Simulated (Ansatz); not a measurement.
# BH3+ (doublet): wave-function methods side by side at a displaced geometry (v1), cc-pVTZ

How much of the correlation energy of BH3+ (doublet) does each wave-function method recover here?

Method: cc-pVTZ, core rule «outside noble gas», up to 1 orbitals frozen; program: Ansatz 0.2.0, Gaussian basis.

To be run: UHF; CCSD(T) on ROHF; CCSD(T) on UHF; BCCD(T) on ROHF; CCSDT(Q) on ROHF; CCSDT(Q) on UHF; CASSCF and MRCISD+Q, 5 electrons in 7 orbitals; CASSCF and MRCISD+Q(relaxed), 5 electrons in 7 orbitals; CASSCF and NEVPT2, 5 electrons in 7 orbitals.

14 further runs of the same task are left out: 2 for a known fault of the program, 8 that didn't finish, 4 set aside as unsound or not needed.

## (1) What is computed

The geometry is a PBE0/def2-TZVP stationary point (not a proven minimum) with its atoms shifted at random (size 0.040 Å).

4 atoms, charge 1, spin multiplicity 2.

Atoms are counted from 1 here; the program's logs count them from 0.

Bond lengths: B1–H2 1.276 Å, B1–H3 1.122 Å, B1–H4 1.308 Å. Angles: H2–B1–H3 144.4°, H2–B1–H4 67.7°, H3–B1–H4 147.9°.

## (2) UHF

in.yaml reads:

```yaml
crystal:
  periodic: [false, false, false]
  atoms:
    - {symbol: B, position_ang: [0.000681, -0.000538, 0.074616]}
    - {symbol: H, position_ang: [-0.000152, 0.701104, -0.991284]}
    - {symbol: H, position_ang: [0.047812, 0.042630, 1.195063]}
    - {symbol: H, position_ang: [-0.054965, -0.737968, -1.004094]}
basis:
  gaussian: {orbitals: cc-pVTZ}
total_charge: 1
magnetization: {spin_polarized: true, initial_magnetization: 1}
hamiltonian: {xc: hf}
output: {orbitals: {seedname: orbitals}}
```

On the command line:

```bash
$ ansatz run in.yaml --threads 1 --pin off --events-out ev --progress --plain --max-ram 2393MiB
```

After this run come: CCSD(T) on ROHF; CCSD(T) on UHF; BCCD(T) on ROHF; CCSDT(Q) on ROHF; CCSDT(Q) on UHF; CASSCF and MRCISD+Q, 5 electrons in 7 orbitals; CASSCF and MRCISD+Q(relaxed), 5 electrons in 7 orbitals; CASSCF and NEVPT2, 5 electrons in 7 orbitals.

Before running them: what should the planned runs give, taken together? Wanted: UCCSDT(Q) below the RHF energy; RMP2 from UCCSDT(Q); UMP2 from UCCSDT(Q); RCCSD from UCCSDT(Q); RCCSD(T) from UCCSDT(Q); UCCSD(T) from UCCSDT(Q); RCCSDT(Q) from UCCSDT(Q); NEVPT2 valence from UCCSDT(Q); MRCISD+Q valence from UCCSDT(Q).

The runs gave:

| quantity | value |
| --- | --- |
| UCCSDT(Q) below the RHF energy | -3.0052 eV |
| RMP2 from UCCSDT(Q) | +13.51 kcal/mol |
| UMP2 from UCCSDT(Q) | +13.81 kcal/mol |
| RCCSD from UCCSDT(Q) | +1.54 kcal/mol |
| RCCSD(T) from UCCSDT(Q) | +0.29 kcal/mol |
| UCCSD(T) from UCCSDT(Q) | +0.29 kcal/mol |
| RCCSDT(Q) from UCCSDT(Q) | +0.01 kcal/mol |
| NEVPT2 valence from UCCSDT(Q) | +9.79 kcal/mol |
| MRCISD+Q valence from UCCSDT(Q) | +0.28 kcal/mol |
| MRCISD+Q(relaxed) valence from UCCSDT(Q) | -0.34 kcal/mol |
| levels within 1 kcal/mol (43 meV) | RCCSD(T), UCCSD(T), BCCD(T), RCCSDT, UCCSDT, RCCSDT(Q), MRCISD+Q valence, MRCISD+Q(relaxed) valence |
| T1 diagnostic | 0.017 |
| effectively unpaired electrons | 1.01 |

In words: RCCSD(T) lands +0.29 kcal/mol from the yardstick (0.4 % of the correlation energy). One determinant dominates. Of the multireference levels listed MRCISD+Q valence comes nearest in total energy (+0.28 kcal/mol), which doesn't show that its space is the better one. These misses are within one basis, not against nature; the frozen cores of restricted and unrestricted runs differ, which can shift their rows.
